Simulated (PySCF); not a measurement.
**Stretching Mg₂**

Set-up: basis Mg 6-311G(d,p); no relativity; PySCF 2.14. Energies in eV from Mg + Mg in their ground configurations at the same level. State: ¹Σg⁺ (singlet), closed shell.

All columns are CAM-B3LYP.

```json
{"R (Å)": "3.104", "E (eV)": "0.151", "HOMO (eV)": "-5.43", "LUMO (eV)": "-0.57", "Mayer bond order": "0.38", "⟨S²⟩": "0.00"}
{"R (Å)": "3.248", "E (eV)": "0.092", "HOMO (eV)": "-5.53", "LUMO (eV)": "-0.52", "Mayer bond order": "0.32", "⟨S²⟩": "0.00"}
{"R (Å)": "3.393", "E (eV)": "0.053", "HOMO (eV)": "-5.62", "LUMO (eV)": "-0.47", "Mayer bond order": "0.27", "⟨S²⟩": "0.00"}
{"R (Å)": "3.501", "E (eV)": "0.034", "HOMO (eV)": "-5.68", "LUMO (eV)": "-0.44", "Mayer bond order": "0.24", "⟨S²⟩": "0.00"}
{"R (Å)": "3.609", "E (eV)": "0.020", "HOMO (eV)": "-5.74", "LUMO (eV)": "-0.43", "Mayer bond order": "0.21", "⟨S²⟩": "0.00"}
{"R (Å)": "3.717", "E (eV)": "0.011", "HOMO (eV)": "-5.80", "LUMO (eV)": "-0.42", "Mayer bond order": "0.18", "⟨S²⟩": "0.00"}
{"R (Å)": "3.862", "E (eV)": "0.003", "HOMO (eV)": "-5.88", "LUMO (eV)": "-0.41", "Mayer bond order": "0.15", "⟨S²⟩": "0.00"}
{"R (Å)": "4.042", "E (eV)": "-0.003", "HOMO (eV)": "-5.97", "LUMO (eV)": "-0.40", "Mayer bond order": "0.12", "⟨S²⟩": "0.00"}
{"R (Å)": "4.259", "E (eV)": "-0.005", "HOMO (eV)": "-6.06", "LUMO (eV)": "-0.38", "Mayer bond order": "0.09", "⟨S²⟩": "0.00"}
{"R (Å)": "4.547", "E (eV)": "-0.006", "HOMO (eV)": "-6.16", "LUMO (eV)": "-0.36", "Mayer bond order": "0.06", "⟨S²⟩": "0.00"}
```

Closed-shell solutions of metal pairs were not tested for spin polarisation, which can lower them a little. The bond is weak. Basis-set superposition, not corrected here, can be much of De in a small basis, most of all at correlated wavefunction levels. Functionals without a dispersion term scatter widely for such bonds, and LDA overbinds them.
